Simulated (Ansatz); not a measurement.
## Cubic perovskite CsSnBr3

These are PBE0 in Ansatz (plane waves, PAW) values and carry that method's errors.

Numerical settings: plane-wave cutoff 460 eV, 4×4×4 k mesh, Fermi–Dirac smearing 0.01 eV, scalar-relativistic PAW data made under PBE.

Cell (relaxed at this level):

CsSnBr3 has the cubic space group Pm-3m (No. 221), the cubic perovskite structure, Pearson symbol cP5. Cell: a = b = c = 5.873 Å, α = β = γ = 90.00°. Cs on 1a has 12 Br at 4.153 Å (cuboctahedral). Sn on 1b has 6 Br at 2.936 Å (octahedral). Br on 3c is coordinated by 2 Sn at 2.936 Å and 4 Cs at 4.153 Å (octahedral). (Neighbours: up to the widest gap in distance over summed covalent radii, below 1.35, at either atom; cation-cation and far metal-metal contacts left out.)

* **bulk modulus**: 20.8 GPa
* **band gap**: 1.63 eV (on the SCF k mesh)
* **direct gap at Γ**: 6.94 eV
* **pressure derivative B′ of the bulk modulus**: 4.5

Note: the relaxation could not lower the start's symmetry, so the cell can be a saddle point above a distorted one.

Spin–orbit coupling is not included.

Static lattice: no zero-point or thermal effects.

The result took about 23 core-minutes (a rough figure).

Ansatz is an electronic-structure program.
